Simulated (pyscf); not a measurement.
Optimised with ωB97X-D3(BJ)/def2-SVP in PySCF. MP2 and CC: frozen core, UHF for open shells. ΔMP2 is the change of the MP2 total energy from the triple- to the quadruple-zeta basis.

### Question
Estimate by transition-state theory (the high-pressure limit) the rate constant of H₂P–GaH₂ -> PH₃ + GaH [singlet] (singlet surface; Ga–P, Ga–H broken, H–P formed) at 1200 K, with CCSD(T)/def2-TZVPP + ΔMP2(QZVPP) energies (ideal gas, 1 atm, RRHO with modes under 100 cm⁻¹ raised to 100, one conformer, R ln 2 for rigid chiral ones; no tunnelling).

### Answer
The electronic barrier is 52.7 kcal/mol and the thermal terms add -1.0, so ΔG‡ = 51.7 kcal/mol. With k_BT/h = 2.50e+13 s⁻¹ and RT = 2.385 kcal/mol, k = 9.4e+03 s⁻¹; so small a molecule is far into fall-off at 1 atm, where the true rate is lower. Wigner's tunnelling factor for 1152i cm⁻¹ would be 1.08. A shift of 1 kcal/mol in the barrier changes k by a factor 1.5. On the product side the descent ends in an adduct with a Ga–P contact, 9.8 kcal/mol under the separated species and 37.5 kcal/mol under the saddle at ωB97X-D3(BJ)/def2-TZVP. What is counted as broken (Ga–P) persists as a longer contact in the product adduct; parting that adduct is a step of its own. At ωB97X-D3(BJ) the barrier from the zero used here is 61.0 kcal/mol. One saddle was located; it need not be the lowest between these sides. The CCSD(T) − MP2 part came from Ansatz, without density fitting, on the same reference. The frozen core leaves the outer d or s,p core shells of the metals and heavy elements correlated in the MP2 and CC values, and def2-TZVPP describes them poorly, which can shift differences by a few kcal/mol. Elements up to Kr have no core potential and no relativistic terms here.
